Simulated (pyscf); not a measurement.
H₂N–TaH(Cl)(Cl)–Cl → HN=Ta(Cl)(Cl)–Cl + H₂, an elimination (singlet surface; H–N, H–Ta broken, H–H formed). Optimised with ωB97X-D3(BJ)/def2-SVP in PySCF. Energies in kJ/mol from the reactant's lowest minimum found.

Small-basis levels: PySCF, no dispersion term, spherical d functions. AM1 to PM7: differences of heats of formation from MOPAC, which are fitted to 298 K values and so differ in kind from electronic energies by zero-point and thermal terms. GFN2-xTB: tblite. Cost: rough CPU time at the saddle relative to B3LYP/6-31G*+LANL2DZ, from one job on a shared machine.

```json
[
 {"level": "HF/6-31G*+LANL2DZ", "barrier": "199.8", "reaction energy": "-6.0", "cost": "0.1"},
 {"level": "MP2/6-31G*+LANL2DZ", "barrier": "112.0", "reaction energy": "-91.6", "cost": "0.2"},
 {"level": "SVWN5/6-31G*+LANL2DZ", "barrier": "101.9", "reaction energy": "+36.4", "cost": "1.0"},
 {"level": "PBE/6-31G*+LANL2DZ", "barrier": "116.3", "reaction energy": "-2.4", "cost": "1"},
 {"level": "B3LYP/LANL2DZ", "barrier": "134.9", "reaction energy": "-7.9", "cost": "0.6"},
 {"level": "B3LYP/6-31G*+LANL2DZ", "barrier": "138.6", "reaction energy": "-11.0", "cost": "1"},
 {"level": "B3LYP/6-311+G**+LANL2DZ", "barrier": "123.4", "reaction energy": "+1.2", "cost": "1"},
 {"level": "PBE/def2-SVP", "barrier": "89.3", "reaction energy": "+5.1", "cost": "2"},
 {"level": "B3LYP/def2-SVP", "barrier": "110.9", "reaction energy": "-0.7", "cost": "1"},
 {"level": "GFN2-xTB", "barrier": "189.2", "reaction energy": "+105.3", "cost": "under 0.02"},
 {"level": "PM6", "barrier": "40.3", "reaction energy": "-248.2", "cost": "under 0.02"},
 {"level": "PM7", "barrier": "54.3", "reaction energy": "-386.9", "cost": "under 0.02"},
 {"level": "ωB97M-D3(BJ)/def2-TZVP", "barrier": "114.2", "reaction energy": "+5.1", "cost": "–"}
]
```

Against the last row the barrier runs from -73.9 (PM6) to +85.6 kJ/mol (HF/6-31G*+LANL2DZ). ωB97M-D3(BJ)/def2-TZVP has limits of its own. On the reactant side the descent ends in a point that may be a rotor saddle (no frequency run), 8.3 kJ/mol over the lowest minimum found and 106.9 kJ/mol under the saddle at ωB97X-D3(BJ)/def2-TZVP. At the saddle there is also a short H–Ta contact that neither side keeps. This is the saddle that the search found; another between the same sides may lie lower. In the def2 sets elements past Kr carry core potentials, without spin-orbit coupling.
